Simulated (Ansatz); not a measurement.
Single points on Mg2S⁺.

```yaml
crystal:
  periodic: [false, false, false]
  atoms:
    - {symbol: Mg, position_ang: [-0.259301, -0.752070, 1.844626]}
    - {symbol: Mg, position_ang: [-0.393865, 0.468511, -1.913338]}
    - {symbol: S, position_ang: [0.653166, 0.283559, 0.068712]}
basis:
  gaussian: {orbitals: def2-TZVPP, initial_orbitals: start.molden}
total_charge: 1
magnetization: {spin_polarized: true, initial_magnetization: 1}
correlation: {method: ccsd_t}
scf: {omitted_lower_state_checks: [starts, cluster_reference]}
output: {orbitals: {seedname: orbitals}}
```

The file start.molden holds the orbitals of an earlier run on this structure, at another level or in another basis.

```sh
$ ansatz run in.yaml --threads 4 --pin off --events-out ev --progress --plain --max-ram 3916MiB
```

It prints (some lines left out):

```
Functional definition: HF
803 factors; integrals over basis functions are off by at most 5.5e-4 eV
mean field evaluation 1: about -21675.7165 eV, gradient 1.8e1 eV
mean field evaluation 2: about -21676.0794 eV, gradient 6.6e-1 eV
mean field evaluation 4: about -21676.0996 eV, gradient 7.7e-2 eV
mean field evaluation 8: about -21676.0997 eV, gradient 4.5e-6 eV
mean field evaluation 16: about -21676.1391 eV, gradient 1.7e-2 eV
mean field -21676.13916666 eV, -796.5834217599 hartree, gradient 2.6e-6 eV, S^2 0.762475; 1 other end points of the search recorded, 0 dependent functions left out
7 core orbitals not correlated: weight in the atoms' cores, before any rotation towards them, 1.000 or more for the frozen orbitals, at most 0.000 for the correlated occupied ones
reference -21676.13916666 eV, -796.5834217599 hartree; 13, 12 occupied and 86, 87 virtual orbitals, 803 factors
second order -14.38355650 eV of doubles, -0.00000000 eV of singles
cycle   1  -14.79715053 eV  change   -4.1e-1 eV  update   8.5e-2
cycle   2  -15.00926748 eV  change   -2.1e-1 eV  update   3.7e-2
cycle   3  -15.08882514 eV  change   -8.0e-2 eV  update   3.4e-2
cycle   4  -15.08758288 eV  change    1.2e-3 eV  update   2.5e-2
cycle   5  -15.08662891 eV  change    9.5e-4 eV  update   1.9e-2
cycle   6  -15.10493037 eV  change   -1.8e-2 eV  update   1.4e-2
cycle   7  -15.11472777 eV  change   -9.8e-3 eV  update   8.1e-3
cycle   8  -15.11671353 eV  change   -2.0e-3 eV  update   4.7e-3
cycle   9  -15.11783483 eV  change   -1.1e-3 eV  update   2.2e-3
cycle  10  -15.11739854 eV  change    4.4e-4 eV  update   1.0e-3
cycle  11  -15.11798560 eV  change   -5.9e-4 eV  update   4.8e-4
cycle  12  -15.11819003 eV  change   -2.0e-4 eV  update   2.1e-4
cycle  13  -15.11817412 eV  change    1.6e-5 eV  update   1.1e-4
cycle  14  -15.11813757 eV  change    3.7e-5 eV  update   4.6e-5
cycle  15  -15.11812929 eV  change    8.3e-6 eV  update   2.2e-5
perturbative correction -0.45523967 eV, -0.0167297494 hartree
Total energy: -21691.71253563 eV, -797.1557325134 hartree
Checks for a lower state left out: starts, cluster_reference
```

Run time 8 s (4 threads of Arm Neoverse V1 on a shared host), peak host memory 0.69 GiB.

As the first input, with `gaussian: {orbitals: def2-TZVP, initial_orbitals: start.molden}`, `hamiltonian: {xc: pbe}`, `correlation: {method: rpa}`, `scf: {omitted_lower_state_checks: [starts]}` and without the key `output` (abridged; 1.3 s):

```
Functional definition: PBE
mean field -21707.70302145 eV, -797.7433720288 hartree, gradient 9.5e-6 eV, S^2 0.754524
7 core orbitals not correlated: weight in the atoms' cores, before any rotation towards them, 1.000 or more for the frozen orbitals, at most 0.000 for the correlated occupied ones
Total energy: -21698.48250644 eV, -797.4045243521 hartree
Checks for a lower state left out: starts
```

First input, but with `gaussian: {orbitals: def2-TZVP, initial_orbitals: start.molden}`, `hamiltonian: {xc: {name: BHLYP}, dispersion: d4}`, `scf: {omitted_lower_state_checks: [starts]}` and without the key `correlation` (abridged; 1.3 s):

```
Functional definition: BHLYP
mean field -21718.88739483 eV, -798.1543901693 hartree, gradient 1.7e-5 eV, S^2 0.765033
Total energy: -21719.09245097 eV, -798.1619258437 hartree
Checks for a lower state left out: starts
```

First input, but with `gaussian: {orbitals: def2-TZVP, initial_orbitals: start.molden}`, `correlation: {method: mp2}`, `scf: {omitted_lower_state_checks: [starts]}` (abridged; 1 s):

```
Functional definition: HF
mean field evaluation 16: about -21676.1380 eV, gradient 1.6e-2 eV
mean field -21676.13798017 eV, -796.5833781572 hartree, gradient 2.3e-6 eV, S^2 0.762469; 1 other end points of the search recorded, 0 dependent functions left out
7 core orbitals not correlated: weight in the atoms' cores, before any rotation towards them, 1.000 or more for the frozen orbitals, at most 0.000 for the correlated occupied ones
second order -14.31184998 eV of doubles, -0.00000000 eV of singles
Total energy: -21690.44983015 eV, -797.1093289432 hartree
Checks for a lower state left out: starts
```

As the first input, with `gaussian: {orbitals: 6-31G}`, `hamiltonian: {xc: hf}`, `scf: {omitted_lower_state_checks: [starts]}` and without the key `correlation` (abridged; 0.2 s):

```
Functional definition: HF
mean field evaluation 16: about -21673.8788 eV, gradient 1.1e0 eV
mean field -21673.94526135 eV, -796.5027972268 hartree, gradient 8.7e-6 eV, S^2 0.764056; 1 other end points of the search recorded, 0 dependent functions left out
Total energy: -21673.94526135 eV, -796.5027972268 hartree
Checks for a lower state left out: starts
```

The first input with `gaussian: {orbitals: def2-TZVP, initial_orbitals: start.molden}`, `hamiltonian: {xc: pbe0, dispersion: d4}`, `output: {forces: true, orbitals: {seedname: orbitals}}` and without the key `correlation`, `scf` (abridged; 2.8 s):

```
Functional definition: PBE0
mean field evaluation 16: about -21709.4226 eV, gradient 3.8e-3 eV
mean field evaluation 32: about -21708.6154 eV, gradient 4.5e0 eV
mean field -21709.42259487 eV, -797.8065651862 hartree, gradient 5.7e-5 eV, S^2 0.760991; 5 other end points of the search recorded, 0 dependent functions left out
Total energy: -21709.52437552 eV, -797.8103055561 hartree
Atom 0 force    -0.002664    -0.002541     0.003772 eV/Å
Atom 1 force    -0.002955     0.000101    -0.004363 eV/Å
Atom 2 force     0.005619     0.002439     0.000591 eV/Å
Dipole moment:    -0.946582    -0.410940    -0.099578 e Å
```

The first input with `gaussian: {orbitals: def2-TZVP, initial_orbitals: start.molden}`, `hamiltonian: {xc: {name: B97M-V}}`, `scf: {omitted_lower_state_checks: [starts]}` and without the key `correlation` (abridged; 3.3 s):

```
Functional definition: B97M-V
mean field -21713.90388189 eV, -797.9712494467 hartree, gradient 3.8e-5 eV, S^2 0.752226
Total energy: -21713.90395028 eV, -797.9712519600 hartree
Checks for a lower state left out: starts
```

Geometry: PBE0-D4/def2-TZVP.

Correlated methods freeze 7 core orbitals; core or outer-core shells of Mg are correlated, in sets that lack core-valence functions. At CCSD(T)/def2-TZVPP T1 of the charge 1 doublet is large (up to 0.057), so the single-reference result is doubtful. The structure comes from a short search, and lower isomers may exist.
